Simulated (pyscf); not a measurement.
`[O]=[Si][OH]` [doublet] + `[OH2]` → `[OH][Si]([OH])[OH]` [doublet] (addition across a multiple bond or ene-type step; doublet surface; H–O broken, H–O, O–Si formed). Single points on ωB97X-D3(BJ)/def2-SVP structures (PySCF, gas phase). MP2 and CC: frozen core, UHF for open shells. ΔMP2 is the change of the MP2 total energy from the triple- to the quadruple-zeta basis. Energies in kcal/mol from the separated reactants.

| level | barrier | reaction energy |
|---|---|---|
| ωB97X-D3(BJ)/def2-TZVP | -10.8 | -61.1 |
| r²SCAN/def2-TZVP | -12.5 | -59.8 |
| PBE0-D3(BJ)/def2-TZVP | -12.4 | -60.5 |
| M06-2X/def2-TZVP | -11.9 | -63.3 |
| HF/def2-TZVP | -1.5 | -66.8 |
| CCSD(T)/def2-TZVPP | [?] | -57.5 |
| CCSD(T)/def2-TZVPP + ΔMP2(QZVPP) | [?] | [?] |

**Question.** Fill in the missing entries.

**Answer.** 
- CCSD(T)/def2-TZVPP, barrier: -7.2
- CCSD(T)/def2-TZVPP + ΔMP2(QZVPP), barrier: -7.3
- CCSD(T)/def2-TZVPP + ΔMP2(QZVPP), reaction energy: -58.0

On the reactant side the descent ends in an adduct with a O–Si contact, 14.5 kcal/mol under the separated species and 3.7 kcal/mol under the saddle at ωB97X-D3(BJ)/def2-TZVP. At ωB97X-D3(BJ), r²SCAN, PBE0-D3(BJ), M06-2X, HF, CCSD(T), CCSD(T) the saddle lies under the separated reactants, which points to a path from their complex (located at ωB97X-D3(BJ) alone). What is counted as formed (O–Si) is already present as a longer contact in the reactant adduct; forming that adduct is a step of its own. This is the saddle that the search found; another between the same sides may lie lower. The CCSD(T) − MP2 part came from Ansatz, without density fitting, on the same reference.
